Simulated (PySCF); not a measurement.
Compound: HPO.
Numbering: `[O:1]=[PH:2]` (hydrogens: H3 on P2)

The same species was optimised twice, with GFN2-xTB and with PBE0-D3(BJ)/def2-SVP (PySCF), and the same property calculations (PySCF, gas phase) were run on both structures.

```csv
coordinate,GFN2-xTB,PBE0-D3(BJ)/def2-SVP,change
O1=P2 (Å),1.455,1.495,+0.040
P2–H3 (Å),1.471,1.478,+0.007
O1–P2–H3 (°),103.8,104.9,+1.1
```

Rotational constants: A = 259851, B = 21862, C = 20165 MHz (GFN2-xTB) against A = 260129, B = 20681, C = 19158 MHz (PBE0-D3(BJ)/def2-SVP). Point groups within 0.08 Å: Cs and Cs.

On the GFN2-xTB structure: HOMO (eV) -7.43 [PBE0/pcSseg-1]; LUMO (eV) -3.09 [PBE0/pcSseg-1]; dipole (D) 2.27 [PBE0/pcSseg-1]; GIAO shielding of O1 (ppm) -773.8 [PBE0/pcSseg-1]; GIAO shielding of P2 (ppm) -396.2 [PBE0/pcSseg-1].

Q: What do these properties become on the PBE0-D3(BJ)/def2-SVP structure?

A: 
| property | level | on GFN2-xTB | on PBE0-D3(BJ)/def2-SVP | change |
| --- | --- | --- | --- | --- |
| HOMO (eV) | PBE0/pcSseg-1 | -7.43 | -7.51 | -0.08 |
| LUMO (eV) | PBE0/pcSseg-1 | -3.09 | -3.25 | -0.16 |
| dipole (D) | PBE0/pcSseg-1 | 2.27 | 2.41 | +0.14 |
| energy, GFN2-xTB geometry as zero (kcal/mol) | PBE0/pcSseg-1 | 0.0 | -1.1 | -1.1 |
| GIAO shielding of O1 (ppm) | PBE0/pcSseg-1 | -773.8 | -876.2 | -102.4 |
| GIAO shielding of P2 (ppm) | PBE0/pcSseg-1 | -396.2 | -454.8 | -58.6 |

The heavy atoms differ by 0.020 Å rms after alignment. Among all bonds O1=P2 changes most (+0.040 Å). Changes are differences of the printed values. Neither structure is proved a minimum here.
